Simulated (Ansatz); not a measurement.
Conformers and stereoisomers of C$_{4}$H$_{6}$F$_{2}$ (`FC1CC(F)C1`), each relaxed with PBE0-D4/def2-TZVP in Ansatz. CBS adds the triple-zeta coupled-cluster correction to the MP2 limit.

Not all of them had a frequency check.

Conformer A:

```xyz
12

F    -0.493   -1.950   -0.461
C    -0.274   -0.939    0.459
C     1.047   -0.217    0.173
C     0.247    0.797   -0.650
F     0.589    2.117   -0.487
C    -1.029    0.335    0.060
H    -0.440   -1.359    1.452
H     1.832   -0.793   -0.315
H     1.436    0.256    1.076
H     0.248    0.582   -1.721
H    -1.942    0.210   -0.520
H    -1.221    0.963    0.932
```

Conformer B:

```xyz
12

F    -1.135   -0.973   -1.670
C    -0.868   -0.462   -0.423
C     0.408   -0.968    0.253
C     0.655    0.474    0.700
F     1.950    0.924    0.606
C    -0.308    0.962   -0.385
H    -1.766   -0.594    0.185
H     0.340   -1.755    1.002
H     1.139   -1.239   -0.512
H     0.310    0.682    1.716
H    -0.977    1.794   -0.170
H     0.251    1.155   -1.303
```

(1) Which is lowest in electronic energy at CCSD(T)/CBS (frozen core, def2 sets), and by how much? (Estimate.)

(2) Give the energies relative to B (kJ/mol) with PBE-D4/def2-TZVPP, ωB97X-V/def2-TZVPP, HF/def2-TZVPP, CCSD/def2-TZVPP, CCSD(T)/def2-TZVPP, HF/def2-QZVPP, HF/CBS(def2). (Best estimate.)

## Answers

(1) Computed: B; A lies 3.7 kJ/mol higher.

(2) The calculation gave: 
```tsv
level	A
PBE-D4/def2-TZVPP	4.6
ωB97X-V/def2-TZVPP	3.6
HF/def2-TZVPP	3.4
CCSD/def2-TZVPP	3.5
CCSD(T)/def2-TZVPP	3.5
HF/def2-QZVPP	3.6
HF/CBS(def2)	3.6
```
